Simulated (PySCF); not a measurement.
## BN⁺, quartet in 6-31G: errors against full CI

Geometry: that of the BN, triplet, kept fixed.

| atom | x (Å) | y (Å) | z (Å) |
| --- | --- | --- | --- |
| B | 0.0000 | 0.0000 | 0.0000 |
| N | 0.0000 | 0.0000 | 1.3155 |

Basis 6-31G; PySCF 2.14.0. Correlated methods freeze the noble-gas cores, which leaves 7 electrons in 16 orbitals. R marks a restricted (for open shells ROHF) determinant, U an unrestricted one.

Full CI is exact within this basis and frozen core; it isn't the basis-set limit. The frozen core follows each run's orbitals, which can shift R against U totals by a few meV.

The UHF ⟨S²⟩ is 3.754, the T1 diagnostic (ROHF- or RHF-based CCSD) is 0.0344 and the largest doubles amplitude (ROHF- or RHF-based CCSD) is 0.056. The T1 diagnostic (UCCSD) is 0.0326.

```
   level  E − E(full CI) (mEh)  share of correlation (%)  wall time
     RHF                 97.20                      0.00          –
     UHF                 94.78                      2.49          –
    RMP2                 21.96                     77.41          –
    UMP2                 21.62                     77.75          –
   RCCSD                  3.79                     96.10          –
   UCCSD                  3.71                     96.18          –
RCCSD(T)                  1.04                     98.93     0.21 s
UCCSD(T)                  0.99                     98.98     0.14 s
  RCCSDT                  0.10                     99.90      1.6 s
  UCCSDT                  0.06                     99.93      1.7 s
```

The correlation energy at full CI, counted from RHF, is -2.645 eV. Full CI, over all symmetries tried, took 7.2 s on 1 thread of Arm Neoverse V2, shared host; the state has 132,480 determinants.

Times are those of the correlated step on a shared host, with one SCF added for the restricted CCSD run; they ran on 1 thread of Arm Neoverse V2.

The full-CI state has the irrep A2 of C2v, in the program's axes (one component, if the state is degenerate).

Natural occupations of full CI about the gap: 1.978 1.947 0.994 0.988 0.988 0.031 0.031 0.021 0.010 0.003; effectively unpaired electrons, Σ n²(2−n)², 3.02.
